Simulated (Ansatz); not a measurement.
# BSiH2+ (singlet): the correlation ladder, cc-pVDZ

How much of the correlation energy of BSiH2+ (singlet) does each wave-function method recover here?

The runs use Ansatz 0.2.0, Gaussian basis; cc-pVDZ, core rule «outside noble gas», up to 6 orbitals frozen.

Plan: UHF; CCSD(T) on RHF; CCSD(T) on UHF; BCCD(T) on RHF; CISD; CCSDT(Q) on RHF; CCSDT(Q) on UHF; CCSDTQ on RHF; CCSDTQ on UHF; CASSCF and MRCISD+Q, 8 electrons in 10 orbitals; CASSCF and MRCISD+Q(relaxed), 8 electrons in 10 orbitals; CASSCF and NEVPT2, 8 electrons in 10 orbitals.

3 further runs of the same task are left out: 3 set aside as unsound or not needed.

## 1. The geometry

The geometry is a PBE0/def2-TZVP stationary point (not a proven minimum) of the parent state, kept for this charge and spin.

4 atoms, charge 1, spin multiplicity 1.

Atoms are counted from 1 here; the program's logs count them from 0.

Bond lengths: Si1–B2 1.844 Å, B2–H3 1.322 Å, B2–H4 1.185 Å. Angles: Si1–B2–H3 66.1°, Si1–B2–H4 177.9°, H3–B2–H4 116.0°.

Geometry (Å):

```xyz
4
charge 1, multiplicity 1
Si    0.00000   -0.00532    0.59484
B     0.00000   -0.07787   -1.24792
H     0.00000    1.15054   -0.76016
H     0.00000   -0.16701   -2.42957
```

## 2. UHF

File in.yaml:

```yaml
crystal:
  periodic: [false, false, false]
  atoms:
    - {symbol: Si, position_ang: [0.000000, -0.005322, 0.594837]}
    - {symbol: B, position_ang: [0.000000, -0.077872, -1.247918]}
    - {symbol: H, position_ang: [0.000000, 1.150544, -0.760155]}
    - {symbol: H, position_ang: [0.000000, -0.167010, -2.429569]}
basis:
  gaussian: {orbitals: cc-pVDZ}
total_charge: 1
magnetization: {spin_polarized: true, initial_magnetization: 0}
hamiltonian: {xc: hf}
output: {orbitals: {seedname: orbitals}}
```

Run with:

```sh
> ansatz run in.yaml --threads 1 --pin off --events-out ev --progress --plain --max-ram 4096MiB --backend cpu
```

The runs that follow: CCSD(T) on RHF; CCSD(T) on UHF; BCCD(T) on RHF; CISD; CCSDT(Q) on RHF; CCSDT(Q) on UHF; CCSDTQ on RHF; CCSDTQ on UHF; CASSCF and MRCISD+Q, 8 electrons in 10 orbitals; CASSCF and MRCISD+Q(relaxed), 8 electrons in 10 orbitals; CASSCF and NEVPT2, 8 electrons in 10 orbitals.

Before running them: what should the planned runs give, taken together? Wanted: RCCSDTQ below the RHF energy; RMP2 from RCCSDTQ; UMP2 from RCCSDTQ; RCCSD from RCCSDTQ; RCCSD(T) from RCCSDTQ; UCCSD(T) from RCCSDTQ; RCCSDT(Q) from RCCSDTQ; UCCSDT(Q) from RCCSDTQ; NEVPT2 valence from RCCSDTQ.

**Answer**, as computed:

| quantity | value |
| --- | --- |
| RCCSDTQ below the RHF energy | -4.8632 eV |
| RMP2 from RCCSDTQ | +115.7 kJ/mol |
| UMP2 from RCCSDTQ | +125.8 kJ/mol |
| RCCSD from RCCSDTQ | +16.3 kJ/mol |
| RCCSD(T) from RCCSDTQ | +3.7 kJ/mol |
| UCCSD(T) from RCCSDTQ | +5.5 kJ/mol |
| RCCSDT(Q) from RCCSDTQ | +0.1 kJ/mol |
| UCCSDT(Q) from RCCSDTQ | +0.3 kJ/mol |
| NEVPT2 valence from RCCSDTQ | +64.9 kJ/mol |
| MRCISD+Q valence from RCCSDTQ | +2.1 kJ/mol |
| MRCISD+Q(relaxed) valence from RCCSDTQ | -1.9 kJ/mol |
| levels within 1 kcal/mol (43 meV) | RCCSD(T), BCCD(T), RCCSDT, UCCSDT, RCCSDT(Q), UCCSDT(Q), UCCSDTQ, MRCISD+Q valence, MRCISD+Q(relaxed) valence |
| T1 diagnostic | 0.012 |
| effectively unpaired electrons | 0.09 |

In words: RCCSD(T) lands +3.7 kJ/mol from the yardstick (0.8 % of the correlation energy). One determinant dominates. Of the multireference levels listed MRCISD+Q(relaxed) valence comes nearest in total energy (-1.9 kJ/mol), which doesn't show that its space is the better one. These misses are within one basis, not against nature.
